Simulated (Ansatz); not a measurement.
SnCl2 (Pnma, No. 62) was calculated with LDA in Ansatz (PAW).

Numerical settings: plane-wave cutoff 500 eV, 6×10×4 k mesh (along the axes of the cell as run), gaussian smearing 0.02 eV, scalar-relativistic PAW data made under PBE.

Cell (relaxed at this level):

Space group Pnma (No. 62); a = 7.478 Å, b = 4.284 Å, c = 8.938 Å, α = β = γ = 90.00°

```csv
atom,site,symmetry,x,y,z
Sn,4c,.m.,0.2339,0.2500,0.4155
Cl,4c,.m.,0.0212,0.2500,0.6571
Cl,4c,.m.,0.1414,0.2500,0.0781
```

Give the computed band gap.


* **band gap**: 2.87 eV (on the SCF k mesh)

Note: the volume lies 10 % below that of the published cell.

Spin–orbit coupling is not included.

Computed values are for the static lattice.

Ansatz is a first-principles code.
